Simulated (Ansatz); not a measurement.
# Which is lower?

Two relaxed structures of CH$_{3}$S (charge -1), closed shell (PBE0-D4/def2-TZVPD; forces vanish, vibrations not checked).

A:

C1  (-0.180, -0.589, -0.171)
S2  (0.266, 1.022, 0.437)
H3  (-1.267, -0.704, -0.075)
H4  (0.324, -1.342, 0.447)
H5  (0.857, 1.614, -0.639)
(Å)

B:

```xyz
5
angstrom
C -0.1322 -0.6057 -0.1191
S 0.2982 1.0734 0.4366
H -1.2187 -0.7626 -0.1441
H 0.2872 -1.3757 0.5418
H 0.2443 -0.8115 -1.1297
```

Ansatz 0.2.0; basis: def2-TZVPPD; cores frozen in the correlated methods. B3LYP uses VWN-RPA correlation.

**Question.** Which structure is lower at CCSD(T), and by how much? (Judge from chemistry; the value comes from the calculation.)

**Answer.** Computed: B, by 42.65 kcal/mol (electronic energy, against the other). By their contacts, A is CH₃S ([CH2][SH]), total charge -1 and B is CH₃S ([CH3][S]), total charge -1.

All methods give the same order:

| method | E(B) − E(A) (kcal/mol) |
| --- | --- |
| PBE-D4 | -40.04 |
| r2SCAN-D4 | -41.48 |
| PBE0-D4 | -41.87 |
| B3LYP-D4 | -42.16 |
| wB97M-V | -42.19 |
| HF | -47.37 |
| MP2 | -42.84 |
| CCSD | -43.40 |
| CCSD(T) | -42.65 |

T1 diagnostic: at most 0.014.

Labels in which every atom is bracketed show which atoms are joined, not bond orders.

For scale, one of the runs: CCSD(T)/def2-TZVPPD, 139 basis functions, launched by `ansatz run in.yaml --threads 2 --pin off --events-out ev --progress --plain --max-ram 4352MiB`. The run took 11 s on 2 CPU threads of an Arm Neoverse V1 (shared host), with 0.73 GiB of host memory at its peak.
